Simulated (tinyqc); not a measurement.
The integration grid: Kohn-Sham B3LYP on finer and finer grids in the sto-6g basis, for LiH, spin multiplicity 1. Computed by the program tinyqc with PySCF. Command: `OMP_NUM_THREADS=1 python tinyqc.py 111659 111660 out.jsonl`; one thread of a shared host (Intel(R) Xeon(R) Processor @ 2.60GHz), about 4 s.

Geometry (angstrom):

| atom | x | y | z |
|---|---|---|---|
| Li | 0.0000 | 0.0000 | 0.0000 |
| H | 0.0000 | 0.0000 | 1.7790 |

Self-consistent on each grid; the net force on the molecule should vanish.

Kohn-Sham energy on Becke grids (radial x angular points per atom):

| grid | points | residual of the electron count | E (hartree) | E - finest (mhartree) | largest net force without grid terms (hartree/bohr) |
|---|---|---|---|---|---|
| 10 x 14 | 274 | 2.25e-02 | -8.05575 | -11.08410 | 5.36e-02 |
| 15 x 26 | 771 | -2.98e-03 | -8.04381 | 0.85131 | 8.28e-03 |
| 20 x 50 | 1988 | -9.11e-04 | -8.04434 | 0.32931 | 1.44e-04 |
| 30 x 86 | 5141 | -6.10e-05 | -8.04464 | 0.02928 | 2.66e-04 |
| 50 x 194 | 19369 | -2.74e-06 | -8.04467 | 0.00095 | 1.18e-06 |
| 75 x 302 | 45222 | 3.86e-07 | -8.04467 | -0.00020 | 9.82e-07 |
| 120 x 590 | 141409 | 2.82e-08 | -8.04467 | 0.00000 | 2.36e-08 |

The energy is within 0.1 mhartree of the finest grid first at 30 x 86. The error has both signs, since quadrature is not variational. The electron count and the net force are cheap signs of a poor grid.
